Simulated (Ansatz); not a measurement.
in.yaml

```yaml
crystal:
  periodic: [false, false, false]
  atoms:
    - {symbol: S, position_ang: [0.000000, 0.000000, -1.580500]}
    - {symbol: N, position_ang: [0.000000, 0.000000, -0.005800]}
    - {symbol: Si, position_ang: [0.000000, 0.000000, 1.586300]}
basis:
  gaussian: {orbitals: 6-31G}
total_charge: 1
correlation: {active_space: {ras: {orbitals: [7, 0, 17], electrons: 14, max_holes: 2, max_particles: 2}, fixed_orbitals: true}}
scf: {lower_state_search: full}
output: {forces: true}
```

```sh
$ ansatz run in.yaml --threads 1 --pin off --events-out ev --progress --plain --max-ram 2393MiB
```

The program prints:

```
412 factors; integrals over basis functions are off by at most 1.1e-4 eV
mean field evaluation 1: about -20143.0449 eV, gradient 4.6e1 eV
mean field evaluation 2: about -20143.0545 eV, gradient 4.6e1 eV
mean field evaluation 4: about -20147.8787 eV, gradient 3.0e0 eV
mean field evaluation 8: about -20147.9163 eV, gradient 3.8e-4 eV
mean field evaluation 16: about -20147.9163 eV, gradient 1.3e-4 eV
mean field -20147.91631054 eV, -740.4222676641 hartree, gradient 1.9e-6 eV, S^2 0.000000; 2 other end points of the search recorded, 0 dependent functions left out
reference -20147.91631054 eV, -740.4222676641 hartree; 18, 18 occupied and 17, 17 virtual orbitals, 412 factors
state -20153.38297753 eV, -740.6231639708 hartree
the calculation of the forces begins
Total energy: -20153.38297753 eV, -740.6231639708 hartree
Atom 0 at     0.000000     0.000000    -1.580500 Å, force    -0.000000     0.000000    -1.943775 eV/Å
Atom 1 at     0.000000     0.000000    -0.005800 Å, force     0.000000    -0.000000    -2.952054 eV/Å
Atom 2 at     0.000000     0.000000     1.586300 Å, force    -0.000000     0.000000     4.895829 eV/Å
Dipole moment:     0.000000    -0.000000     0.407246 e Å
```

Natural occupations: 1.9896 1.9859 1.9839 1.9707 1.9627 1.9546 1.9407 0.0606 0.0441 0.0282 0.0260 0.0180 0.0084 0.0052 0.0051 0.0045 0.0036 0.0033 0.0015 0.0010 0.0010 0.0007 0.0006 0.0002.

Forces (eV/Å):
```
S    0.000  0.000 -1.944
N    0.000  0.000 -2.952
Si   0.000  0.000  4.896
```

Ran on 1 thread of AMD EPYC, shared host: 3.9 s wall, 0.17 GiB peak host memory.
